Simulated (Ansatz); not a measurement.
# MgBH2 (quartet): the correlation ladder, def2-TZVPP

The task here is to estimate one member of a computed series from the others.

Program: Ansatz 0.2.0, Gaussian basis. Level of theory: def2-TZVPP, core rule «outside noble gas», up to 6 orbitals frozen. These are calculated values, not measurements.

To be run: UHF; ROHF; CCSD(T) on UHF.

2 further runs of the same task are left out: 2 set aside as unsound or not needed.

## The system

The geometry is a PBE0/def2-TZVP stationary point (not a proven minimum) of the parent state, kept for this charge and spin.

4 atoms, charge 0, spin multiplicity 4.

Atoms are counted from 1 here; the program's logs count them from 0.

Bond lengths: B1–Mg2 2.197 Å, B1–H3 1.195 Å, Mg2–H4 1.703 Å. Angles: Mg2–B1–H3 180.0°, B1–Mg2–H4 180.0°.

Set-up of the first run:

in.yaml

```yaml
crystal:
  periodic: [false, false, false]
  atoms:
    - {symbol: B, position_ang: [0.000000, 0.000000, 1.225360]}
    - {symbol: Mg, position_ang: [0.000000, 0.000000, -0.971197]}
    - {symbol: H, position_ang: [0.000000, 0.000000, 2.420230]}
    - {symbol: H, position_ang: [0.000000, 0.000000, -2.674394]}
basis:
  gaussian: {orbitals: def2-TZVPP}
magnetization: {spin_polarized: true, initial_magnetization: 3}
hamiltonian: {xc: hf}
output: {orbitals: {seedname: orbitals}}
```

Run with:

```sh
> ansatz run in.yaml --threads 1 --pin off --events-out ev --progress --plain --max-ram 4096MiB --backend cpu
```

Steps of the session up to this table: UHF; ROHF; CCSD(T) on UHF.

One of the session's tables, all rows but one given; the rest of the session is left out.

```
  method  from UCCSD(T) (meV)
    ROHF              +3418.3
     UHF                    ?
    UMP2               +786.0
   UCCSD                +85.7
UCCSD(T)                    0
```

**Question.** Estimate the row for UHF.

The run gave: from UCCSD(T) (meV): +3380.8. In the column «from UCCSD(T) (meV)» it lies between UMP2 (+786.0) and ROHF (+3418.3).
